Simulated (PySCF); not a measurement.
**What binds C2: the parts of the energy along the bond**

State: triplet, unpaired electrons σ ↑, π ↑. ROHF-based CCSD(T) in PySCF 2.14 with C cc-pVTZ and C cc-pVQZ (frozen core orbitals: 2; no relativity). Correlation energies are extrapolated as n⁻³ (n = 3, 4), Hartree–Fock as (n+1)·exp(−9√n). CV is the change on freezing 0 orbitals instead, in C cc-pwCVTZ. SR is the spin-free X2C energy in C cc-pVTZ-DK less the non-relativistic one in C cc-pVTZ. All energies in eV from C + C.

```tsv
R (Å)	HF/CBS	CCSD corr.	(T)	CV	SR	total
1.1510	-2.356	-2.417	-0.3221	-0.0705	0.0010	-5.165
1.2033	-2.915	-2.483	-0.3478	-0.0573	0.0024	-5.801
1.2556	-3.160	-2.552	-0.3745	-0.0458	0.0034	-6.130
1.3080	-3.171	-2.623	-0.4020	-0.0358	0.0040	-6.228
1.3603	-3.011	-2.695	-0.4302	-0.0270	0.0044	-6.158
1.4257	-2.640	-2.786	-0.4662	-0.0177	0.0046	-5.905
1.4911	-2.146	-2.877	-0.5029	-0.0099	0.0046	-5.531
```

A fit to the total gives Re = 1.3097 Å, De = 6.228 eV, ωe = 1655.7 cm⁻¹, Be = 1.638 cm⁻¹ (masses 12.0000 and 12.0000 u).

**Question.** At R = 1.3080 Å the CCSD correlation energy is -0.273280 hartree in the smaller basis and -0.284927 in the larger. Extrapolate it.

**Answer.** (4³·E4 − 3³·E3)/(4³ − 3³) = -0.29343 hartree; the larger basis holds 97.1 % of it.

The T1 diagnostic is 0.023. The state was picked by a PBE0 search and need not be the measured ground state. Spin–orbit coupling, excitations beyond (T) and corrections to the Born–Oppenheimer picture are left out.
